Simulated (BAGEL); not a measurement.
# HF/STO-3G (density fitting with qzvpp-jkfit) run of [SiPH6]+ (SMILES [SiH3][PH3+])

What is the vertical ionisation energy of [SiPH6]+ at HF/STO-3G (density fitting with qzvpp-jkfit)? 

The results are computed with BAGEL 1.2.2.

### Step 1. The molecule

[SiPH6]+: 8 atoms, total charge +1, spin state singlet. As SMILES, `[SiH3][PH3+]`. Geometry: relaxed at GFN2-xTB.

Bond lengths: Si1–P2 2.357 Å, Si1–H3 1.460 Å, Si1–H4 1.460 Å, Si1–H5 1.460 Å, P2–H6 1.378 Å, P2–H7 1.378 Å, P2–H8 1.378 Å. Some angles: Si1–P2–H6 118.1°, Si1–P2–H7 117.8°, Si1–P2–H8 118.3°, P2–Si1–H3 100.3°, P2–Si1–H4 100.4°, P2–Si1–H5 100.2°, H6–P2–H7 99.7°, H6–P2–H8 99.7°, H7–P2–H8 99.7°, H3–Si1–H4 116.9°.

### Step 2. A single-point energy at HF/STO-3G (density fitting with qzvpp-jkfit)

The input, job.json:

```json
{ "bagel" : [

{
  "title" : "molecule",
  "basis" : "sto-3g",
  "df_basis" : "qzvpp-jkfit",
  "angstrom" : true,
  "geometry" : [
    { "atom" : "Si", "xyz" : [   -0.470960,    0.566370,   -1.099950 ] },
    { "atom" : "P", "xyz" : [    0.365010,   -0.443380,    0.859200 ] },
    { "atom" : "H", "xyz" : [   -0.094330,   -0.437370,   -2.091670 ] },
    { "atom" : "H", "xyz" : [   -1.888550,    0.663780,   -0.763060 ] },
    { "atom" : "H", "xyz" : [    0.295360,    1.809660,   -1.096990 ] },
    { "atom" : "H", "xyz" : [    0.210770,    0.229090,    2.051630 ] },
    { "atom" : "H", "xyz" : [    1.715080,   -0.712290,    0.918170 ] },
    { "atom" : "H", "xyz" : [   -0.132380,   -1.675860,    1.222670 ] }
  ]
},
{ "title" : "hf", "charge" : 1 },
{ "title" : "print", "file" : "orbitals.molden", "orbitals" : true }

]}
```

Started as:

```sh
BAGEL_NUM_THREADS=1 BAGEL job.json > job.out
```

Log:

```text
* using 1 threads per process

  ===============================================================
  ===============================================================

  *** Geometry ***

  { "atom" : "Si", "xyz" : [     -0.889985,      1.070284,     -2.078604 ] },
  { "atom" : "P", "xyz" : [      0.689769,     -0.837867,      1.623653 ] },
  { "atom" : "H", "xyz" : [     -0.178258,     -0.826510,     -3.952683 ] },
  { "atom" : "H", "xyz" : [     -3.568842,      1.254362,     -1.441974 ] },
  { "atom" : "H", "xyz" : [      0.558150,      3.419762,     -2.073011 ] },
  { "atom" : "H", "xyz" : [      0.398298,      0.432917,      3.877019 ] },
  { "atom" : "H", "xyz" : [      3.241031,     -1.346033,      1.735090 ] },
  { "atom" : "H", "xyz" : [     -0.250162,     -3.166916,      2.310511 ] },

  Number of auxiliary basis functions:      364

  Since a DF basis is specified, we compute 2- and 3-index integrals:
    o Being stored without compression. Storage requirement is 0.002 GB

  Number of basis functions:       24
  Number of electrons      :       35

    * METHOD: MOLECULE                             0.09

  *** RHF ***

  === Nuclear Repulsion ===
    97.1407844483

      * DIIS with orbital gradients will be used.

  === RHF iteration (sto-3g) ===
      0       -625.82407010          0.00958234           0.01
      1       -625.84896054          0.00161115           0.01
      2       -625.84963739          0.00038098           0.01
      3       -625.84968960          0.00003178           0.01
      4       -625.84968988          0.00000490           0.01
      5       -625.84968989          0.00000073           0.01
      6       -625.84968989          0.00000007           0.01
      7       -625.84968989          0.00000001           0.01
    * SCF iteration converged.

    * Permanent dipole moment:
           (   -0.147998,     0.181352,    -0.350817) a.u.

    * METHOD: HF                                   0.12

    * METHOD: PRINT                                0.00

  ===============================================================
```

It took 0.34 s on 1 thread of Arm Neoverse V1, shared host; peak memory 0.084 GiB.

### Step 3. Doublet [SiPH6]2+

The input, input.json:

```json
{ "bagel": [

{
  "title": "molecule",
  "basis": "sto-3g",
  "df_basis": "qzvpp-jkfit",
  "angstrom": "true",
  "geometry": [
    { "atom": "Si", "xyz": [   -0.470960,    0.566370,   -1.099950 ] },
    { "atom": "P", "xyz": [    0.365010,   -0.443380,    0.859200 ] },
    { "atom": "H", "xyz": [   -0.094330,   -0.437370,   -2.091670 ] },
    { "atom": "H", "xyz": [   -1.888550,    0.663780,   -0.763060 ] },
    { "atom": "H", "xyz": [    0.295360,    1.809660,   -1.096990 ] },
    { "atom": "H", "xyz": [    0.210770,    0.229090,    2.051630 ] },
    { "atom": "H", "xyz": [    1.715080,   -0.712290,    0.918170 ] },
    { "atom": "H", "xyz": [   -0.132380,   -1.675860,    1.222670 ] }
  ]
},
{ "title": "uhf", "charge": 2, "nopen": 1 },
{ "title": "print", "file": "orbitals.molden", "orbitals": "true" }

]}
```

Started as:

```sh
BAGEL_NUM_THREADS=1 BAGEL input.json > input.out
```

Log:

```text
* using 1 threads per process

  ===============================================================
  ===============================================================

  *** Geometry ***

  { "atom" : "Si", "xyz" : [     -0.889985,      1.070284,     -2.078604 ] },
  { "atom" : "P", "xyz" : [      0.689769,     -0.837867,      1.623653 ] },
  { "atom" : "H", "xyz" : [     -0.178258,     -0.826510,     -3.952683 ] },
  { "atom" : "H", "xyz" : [     -3.568842,      1.254362,     -1.441974 ] },
  { "atom" : "H", "xyz" : [      0.558150,      3.419762,     -2.073011 ] },
  { "atom" : "H", "xyz" : [      0.398298,      0.432917,      3.877019 ] },
  { "atom" : "H", "xyz" : [      3.241031,     -1.346033,      1.735090 ] },
  { "atom" : "H", "xyz" : [     -0.250162,     -3.166916,      2.310511 ] },

  Number of auxiliary basis functions:      364

  Since a DF basis is specified, we compute 2- and 3-index integrals:
    o Being stored without compression. Storage requirement is 0.002 GB

  Number of basis functions:       24
  Number of electrons      :       35

    * METHOD: MOLECULE                             0.09

  *** Open-shell HF ***

  === Nuclear Repulsion ===
    97.1407844483

      * DIIS with orbital gradients will be used.

  === UHF iteration (sto-3g) ===
      0       -625.14818215          0.03694585           0.02
      1       -625.23680419          0.00607312           0.02
      2       -625.23952364          0.00131272           0.02
      3       -625.23984385          0.00054461           0.02
      4       -625.23993578          0.00008920           0.02
      5       -625.23994905          0.00003838           0.02
      6       -625.23995426          0.00001613           0.02
      7       -625.23995498          0.00000262           0.02
      8       -625.23995499          0.00000116           0.02
      9       -625.23995499          0.00000050           0.02
     10       -625.23995499          0.00000042           0.02
     11       -625.23995499          0.00000024           0.02
     12       -625.23995499          0.00000011           0.02
     13       -625.23995499          0.00000008           0.02
     14       -625.23995499          0.00000004           0.02
     15       -625.23995499          0.00000001           0.02
    * SCF iteration converged.

    * S^2 (UHF) is 0.7559

    * Permanent dipole moment:
           (   -0.255214,     0.307669,    -0.596528) a.u.

    * METHOD: UHF                                  0.32

    * METHOD: PRINT                                0.00

  ===============================================================
```

Run time: 0.52 s. Hardware: 1 thread of Arm Neoverse V1, shared host; peak memory 0.084 GiB.

### Step 4. Results

Level: HF/STO-3G (density fitting with qzvpp-jkfit).

```
                                            quantity          value
                      singlet [SiPH6]+: total energy  -625.84969 Eh
                       singlet [SiPH6]+: HOMO energy      -17.35 eV
                       singlet [SiPH6]+: LUMO energy        2.12 eV
                     singlet [SiPH6]+: HOMO–LUMO gap       19.47 eV
                     doublet [SiPH6]2+: total energy  -625.23995 Eh
                             doublet [SiPH6]2+: ⟨S²⟩          0.756
vertical ionisation energy (to the doublet dication)      16.592 eV
```

In words: The vertical ionisation energy comes to 16.59 eV (383 kcal/mol). The negative HOMO energy of the first species, 17.35 eV, lies 0.76 eV above that difference. In a minimal basis such a difference can be off by several eV, whatever the method.
